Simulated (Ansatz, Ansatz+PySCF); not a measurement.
```yaml
atoms:
  - { symbol: C, position_ang: [1.1055, 0.0000, 0.0000] }
  - { symbol: C, position_ang: [0.3416, 1.0514, 0.0000] }
  - { symbol: C, position_ang: [-0.8943, 0.6498, 0.0000] }
  - { symbol: C, position_ang: [-0.8943, -0.6498, 0.0000] }
  - { symbol: C, position_ang: [0.3416, -1.0514, 0.0000] }
  - { symbol: H, position_ang: [2.1136, 0.0000, 0.0000] }
  - { symbol: H, position_ang: [0.6531, 2.0101, 0.0000] }
  - { symbol: H, position_ang: [-1.7099, 1.2423, 0.0000] }
  - { symbol: H, position_ang: [-1.7099, -1.2423, 0.0000] }
  - { symbol: H, position_ang: [0.6531, -2.0101, 0.0000] }
```

RHF-MP2 on singlet C₅H₅(-) was run in several spherical basis sets with Ansatz (development build ahead of 0.2.0). Frozen core: 5 orbitals. Caution: no diffuse functions for an anion. Caution for RHF-MP2: no unrestricted run beside it, a lower state can exist.

Problem. Rank the basis sets by the total energy that they give, lowest first, with the distance from the lowest.
A. def2-SVP
B. 6-31G(d)
C. cc-pVDZ

Solution. C (0.00 eV), B (1.30 eV), A (4.06 eV).

Totals follow the description of the cores as much as that of the bonds, so this order isn't one of quality for chemistry.
